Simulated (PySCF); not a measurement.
Molecule: `C1CCOC1`, C₄H₈O.

Geometry:
```csv
atom,x (Å),y (Å),z (Å)
C1,-0.917,0.405,-0.378
C2,0.424,0.977,0.067
C3,1.314,-0.259,-0.001
O4,0.478,-1.364,0.277
C5,-0.878,-0.971,0.275
H6,-0.944,0.308,-1.476
H7,-1.784,1.007,-0.070
H8,0.356,1.348,1.103
H9,0.786,1.803,-0.563
H10,2.143,-0.233,0.726
H11,1.759,-0.370,-1.009
H12,-1.474,-1.726,-0.265
H13,-1.262,-0.923,1.313
```

Geometry PBE0-D3(BJ)/def2-SVP throughout; GIAO in PySCF 2.14.0 with density-fitted response routines, gas phase, one conformer, non-relativistic; equivalent atoms averaged; basis pcSseg-2.

Q: How do the shifts δ (against TMS, H2O at the same level) depend on the functional? (ppm; last column core-seconds on shared hosts with different chips, so compare them loosely)

A: 
```
functional                    kind  C3/C5  C1/C2    O4  H10/H11/H12/H13  H6/H7/H8/H9  core-s
        HF            Hartree–Fock   63.9   27.3   2.3             3.41         1.59      10
       LDA                     LDA   76.4   31.6  49.7             4.06         1.94      26
       PBE                     GGA   75.2   32.0  51.0             3.98         1.89      31
      BLYP                     GGA   76.1   32.8  53.0             4.01         1.89      31
      BP86                     GGA   75.0   31.9  47.8             3.96         1.87      32
      OPBE                     GGA   73.0   31.2  50.5             3.90         1.87      32
       KT2                     GGA   72.6   31.0  48.1             3.93         1.87      32
       KT3                     GGA   72.4   31.4  51.3             3.90         1.86      31
     B97-D                     GGA   74.2   32.1  47.8             3.95         1.87      32
     B3LYP           global hybrid   73.5   31.6  40.3             3.83         1.82      20
      PBE0           global hybrid   72.1   30.5  36.0             3.78         1.80      19
  mPW1PW91           global hybrid   72.2   30.7  35.7             3.76         1.78      19
      WP04           global hybrid   74.5   32.7  41.0             3.63         1.74      53
     B97-2           global hybrid   71.8   30.7  36.8             3.77         1.79      47
 BHandHLYP           global hybrid   69.8   29.9  24.9             3.65         1.73      54
 CAM-B3LYP  range-separated hybrid   72.5   30.7  32.8             3.80         1.80      75
   wB97X-D  range-separated hybrid   71.9   30.4  29.8             3.73         1.76      72
   LC-wPBE  range-separated hybrid   71.4   29.3  24.5             3.71         1.75     120
```

Q: Which nucleus moves most, in ppm?

A: O4 (ether oxygen): from 2.3 ppm with HF to 53.0 ppm with BLYP. The smallest spread is 0.35 ppm, at H6/H7/H8/H9. Proton shifts span only some 12 ppm, so a few tenths of a ppm matter as much there as several ppm in carbon.
